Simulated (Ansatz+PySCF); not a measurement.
A calculation with Ansatz (development build ahead of 0.2.0).

```yaml
crystal:
  periodic: [false, false, false]
  atoms:
    - { symbol: B, position_ang: [0.0, 0.0, 0.0] }
    - { symbol: Cl, position_ang: [1.19788, 1.59717, 3.45797] }
basis:
  gaussian: { orbitals: STO-3G }
total_charge: -1
magnetization:
  initial_magnetization: 1
hamiltonian:
  xc: hf
correlation:
  method: fci
  frozen_orbitals: { B: 1, Cl: 5 }
```

The input is written out in the form of the current development build from the run's settings.

The run gave:

```
Converged    : yes
Total energy : -478.67212 hartree
State        : lowest doublet root, of any spatial symmetry
```

Caution: no diffuse functions for an anion.
